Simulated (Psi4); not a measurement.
# UB2PLYP/def2-SVPD (density fitting for correlation) run of SiN2H5 (SMILES N[SiH]N)

Aim: the vertical ionisation energy of SiN2H5 at UB2PLYP/def2-SVPD (density fitting for correlation), from 2 runs. 

Program for the calculation: Psi4 1.11.

1 further run of the same task is left out (set aside as unsound or not needed).

### Step 1. The molecule

SiN2H5 has 8 atoms, charge 0, and is taken as a doublet. As SMILES, `N[SiH]N`. Geometry: relaxed at PBE0-D4/def2-TZVP. This is one conformer, not always the lowest.

Bond lengths: N1–Si2 1.713 Å, Si2–N3 1.720 Å, N1–H4 1.008 Å, N1–H5 1.005 Å, Si2–H6 1.504 Å, N3–H7 1.008 Å, N3–H8 1.008 Å. Angles: N1–Si2–N3 106.1°, N1–Si2–H6 117.2°, N3–Si2–H6 103.6°, Si2–N1–H4 122.2°, Si2–N1–H5 121.8°, Si2–N3–H7 120.2°, Si2–N3–H8 119.6°, H4–N1–H5 112.8°, H7–N3–H8 111.5°.

### Step 2. The energy at UB2PLYP/def2-SVPD (density fitting for correlation)

h5n2si.inp reads:

```
memory 1.6 GB

molecule {
  0 2
  N
  Si 1 R2
  N 2 R3 1 A3
  H 1 R4 2 A4 3 D4
  H 1 R5 4 A5 2 D5
  H 2 R6 1 A6 5 D6
  H 3 R7 2 A7 6 D7
  H 3 R8 7 A8 2 D8

  R2 = 1.712841
  R3 = 1.72046
  A3 = 106.10273
  R4 = 1.008265
  A4 = 122.17987
  D4 = 43.63343
  R5 = 1.004655
  A5 = 112.76056
  D5 = -160.06737
  R6 = 1.504214
  A6 = 117.1628
  D6 = 86.90597
  R7 = 1.007932
  A7 = 120.16142
  D7 = -179.4117
  R8 = 1.007558
  A8 = 111.47268
  D8 = -147.47527
  symmetry c1
}

set basis def2-SVPD
set reference uks
set puream true
set e_convergence 1e-09
set d_convergence 1e-08
set scf_type pk
set dft_radial_points 99
set dft_spherical_points 590
set num_frozen_docc 7
set maxiter 200

E, wfn = energy('b2plyp', return_wfn=True)
print_variables()
```

Started as:

```sh
$ psi4 -n 1 h5n2si.inp h5n2si.out
```

h5n2si.out:

```text
[...]
  Running in c1 symmetry.
[...]
  Nuclear repulsion =  111.028692667126492
[...]
  Multiplicity = 2
[...]
  Nalpha       = 17
  Nbeta        = 16
[...]
    Number of basis functions: 104
[...]
   @UKS iter   1:  -401.18613658801803   -3.36867e-01   7.48457e-03 ADIIS/DIIS
[...]
   @UKS iter  13:  -401.45883056053680   -4.88853e-12   2.99695e-09 DIIS
[...]
   @S^2 Observed:                7.533732969E-01
[...]
    Orbital Energies [Eh]
    ---------------------
    Alpha Occupied:
       1A    -67.235901     2A    -14.827483     3A    -14.821741
       4A     -5.640110     5A     -3.901160     6A     -3.896566
       7A     -3.895542     8A     -0.971975     9A     -0.945796
      10A     -0.608915    11A     -0.569525    12A     -0.561757
      13A     -0.480828    14A     -0.431713    15A     -0.367550
      16A     -0.326925    17A     -0.223664
    Alpha Virtual:
      18A      0.049610    19A      0.062261    20A      0.093508
      21A      0.118239    22A      0.126529    23A      0.134463
      24A      0.144681    25A      0.162151    26A      0.174901
[...]
  @UKS Final Energy:  -401.45883056053680
   => Energetics <=
    Nuclear Repulsion Energy =            111.0286926671264922
    One-Electron Energy =                -773.3704267818968674
    Two-Electron Energy =                 278.3884867156874634
    DFT Exchange-Correlation Energy =     -17.5055831614539166
    Empirical Dispersion Energy =           0.0000000000000000
    VV10 Nonlocal Energy =                  0.0000000000000000
    Total Energy =                       -401.4588305605367964
[...]
 Multipole Moments:
 ------------------------------------------------------------------------------------
     Multipole            Electronic (a.u.)      Nuclear  (a.u.)        Total (a.u.)
 ------------------------------------------------------------------------------------
 L = 1.  Multiply by 2.5417464519 to convert [e a0] to [Debye]
 Dipole X            :          0.9815704           -0.9253270            0.0562435
 Dipole Y            :          0.8684397           -1.1673223           -0.2988827
 Dipole Z            :          0.4202371           -0.5978547           -0.1776175
 Magnitude           :                                                    0.3521962
[...]
```

Wall time 25 s (1 thread of AMD EPYC 9R45 (Zen 5), shared host); peak memory 0.7 GiB.

### Step 3. The singlet cation, same level

h5n2si.xyz reads:

```xyz
8
H5N2Si
N     -1.027000     0.622100    -0.768300
Si     0.527700     0.579900    -0.050700
N      0.789500    -1.052600     0.425100
H     -1.817900     0.144500    -0.364600
H     -1.296600     1.349400    -1.406800
H      0.716400     1.354100     1.225100
H      0.730800    -1.794000    -0.255200
H      1.468900    -1.260500     1.139500
```

run.py reads:

```python
import numpy as np
from ase.calculators.psi4 import Psi4
from ase.io import read

atoms = read('h5n2si.xyz')
calc = Psi4(atoms=atoms, method='b2plyp', basis='def2-SVPD', memory='1600MB', num_threads=1, charge=1, multiplicity=1, label='h5n2si')
calc.psi4.set_options({'puream': True, 'e_convergence': 1e-09, 'd_convergence': 1e-08, 'scf_type': 'pk', 'dft_radial_points': 99, 'dft_spherical_points': 590, 'num_frozen_docc': 7})
atoms.calc = calc

print(f'energy: {atoms.get_potential_energy():.6f} eV')
```

Started as:

```sh
$ python run.py
```

h5n2si.dat:

```text
[...]
  Running in c1 symmetry.
[...]
  Nuclear repulsion =  111.028710907775093
[...]
  Multiplicity = 1
[...]
  Nalpha       = 16
  Nbeta        = 16
[...]
    Number of basis functions: 104
[...]
   @RKS iter   1:  -400.94192769864247   -9.26574e-02   7.08416e-03 ADIIS/DIIS
[...]
   @RKS iter  12:  -401.19330313519725   -1.10276e-11   5.50134e-09 DIIS
[...]
    Orbital Energies [Eh]
    ---------------------
    Doubly Occupied:
       1A    -67.532620     2A    -15.078535     3A    -15.050613
       4A     -5.932284     5A     -4.193081     6A     -4.188203
       7A     -4.187280     8A     -1.202050     9A     -1.168146
      10A     -0.842307    11A     -0.797363    12A     -0.778893
      13A     -0.711215    14A     -0.669250    15A     -0.583549
      16A     -0.543088
[...]
  @RKS Final Energy:  -401.19330313519725
   => Energetics <=
    Nuclear Repulsion Energy =            111.0287109077750927
    One-Electron Energy =                -765.0927701516199022
    Two-Electron Energy =                 270.2238833135777440
    DFT Exchange-Correlation Energy =     -17.3531272049302387
    Empirical Dispersion Energy =           0.0000000000000000
    VV10 Nonlocal Energy =                  0.0000000000000000
    Total Energy =                       -401.1933031351972545
[...]
 Multipole Moments:
 ------------------------------------------------------------------------------------
     Multipole            Electronic (a.u.)      Nuclear  (a.u.)        Total (a.u.)
 ------------------------------------------------------------------------------------
 L = 1.  Multiply by 2.5417464519 to convert [e a0] to [Debye]
 Dipole X            :          1.5683922           -1.0399584            0.5284338
 Dipole Y            :          1.2209386           -0.9494806            0.2714580
 Dipole Z            :         -0.9109887            0.7702429           -0.1407458
 Magnitude           :                                                    0.6105252
[...]
```

Standard output:

```text
energy: -10921.187718 eV
```

It took 14 s on 1 thread of AMD EPYC 9R45 (Zen 5), shared host; peak memory 0.71 GiB.

### Step 4. What came out

At UB2PLYP/def2-SVPD (density fitting for correlation), 7 core orbitals frozen:

```
                                                                quantity          value
                                            doublet SiN2H5: total energy  -401.60927 Eh
doublet SiN2H5: HOMO energy (SCF part's orbitals) (highest over α and β)       -6.09 eV
 doublet SiN2H5: LUMO energy (SCF part's orbitals) (lowest over α and β)       -0.23 eV
                                                    doublet SiN2H5: ⟨S²⟩          0.753
                                            singlet cation: total energy  -401.34625 Eh
                       singlet cation: HOMO energy (SCF part's orbitals)      -14.78 eV
                       singlet cation: LUMO energy (SCF part's orbitals)       -8.24 eV
                     singlet cation: HOMO–LUMO gap (SCF part's orbitals)        6.54 eV
                      vertical ionisation energy (to the singlet cation)       7.157 eV
```

In words: Removing an electron at fixed nuclei costs 7.16 eV (691 kJ/mol). Only the singlet of the ionised species was computed; a triplet could lie lower.
